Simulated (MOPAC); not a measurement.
MOPAC input (AM1):

```
AM1 PRECISE GNORM=0.05 LET XYZ UHF MS=0.5 GEO-OK AUX(PRECISION=9) THREADS=1
HS

S    -0.00000000 1   -0.00000000 1   -0.07925565 1
H     0.00000000 1    0.00000000 1    1.26809037 1
```

From the last part of the output:

```
                                                       MOPAC v23.2.5 Linux

          FINAL HEAT OF FORMATION =         39.43753 KCAL/MOL =     165.00661 KJ/MOL

          COSMO AREA              =         59.84 SQUARE ANGSTROMS
          COSMO VOLUME            =         43.22 CUBIC ANGSTROMS

          GRADIENT NORM           =          0.00174          =       0.00123 PER ATOM
          IONIZATION POTENTIAL    =          8.844889 EV
          ALPHA SOMO LUMO (EV)    =        -10.092  1.076
          BETA  SOMO LUMO (EV)    =         -8.845 -2.192
          NO. OF ALPHA ELECTRONS  =          4
          NO. OF BETA  ELECTRONS  =          3
          MOLECULAR WEIGHT        =         33.0679         POINT GROUP:  C*v

          MOLECULAR DIMENSIONS (Angstroms)

            Atom       Atom       Distance
            H     2    S     1     1.31588
            H     2    S     1     0.00000
            S     1    H     2     0.00000

          SCF CALCULATIONS        =          6

   ATOM   CHEMICAL          X               Y               Z
  NUMBER   SYMBOL      (ANGSTROMS)     (ANGSTROMS)     (ANGSTROMS)

     1       S          0.00000000  *   0.00000000  *  -0.06352449  *
     2       H          0.00000000  *  -0.00000000  *   1.25235921  *

                             CARTESIAN COORDINATES

   1    S        0.000000000     0.000000000    -0.063524488
   2    H        0.000000000    -0.000000000     1.252359208

           Empirical Formula: H S  =     2 atoms

      MOLECULAR POINT GROUP   :   C*v

          ALPHA EIGENVALUES
 -19.15044 -13.84287 -12.34953 -10.09191   1.07627

           BETA EIGENVALUES
 -17.63509 -12.18515  -8.84489  -2.19201   1.55187

              NET ATOMIC CHARGES AND DIPOLE CONTRIBUTIONS

  ATOM NO.   TYPE          CHARGE      No. of ELECS.   s-Pop       p-Pop
    1          S          -0.036539        6.0365     1.94236     4.09418
    2          H           0.036539        0.9635     0.96346
 DIPOLE           X         Y         Z       TOTAL
 POINT-CHG.     0.000    -0.000     0.231     0.231
 HYBRID        -0.000     0.000     1.046     1.046
 SUM           -0.000     0.000     1.277     1.277

          ATOMIC ORBITAL ELECTRON POPULATIONS

     Atom    s        px        py        pz
    1  S   1.94236   2.00000   1.00000   1.09418
    2  H   0.96346

                    (SZ)    =    0.500000
                    (S**2)  =    0.759050

          ATOMIC ORBITAL SPIN POPULATIONS

    Atom   Total    s     px     py     pz
         Atomic
    1  S  1.0948  0.008  0.000  1.000  0.087
    2  H -0.0948 -0.095

 **********************
 *                    *
 * JOB ENDED NORMALLY *
 *                    *
 **********************

 == MOPAC DONE ==
```
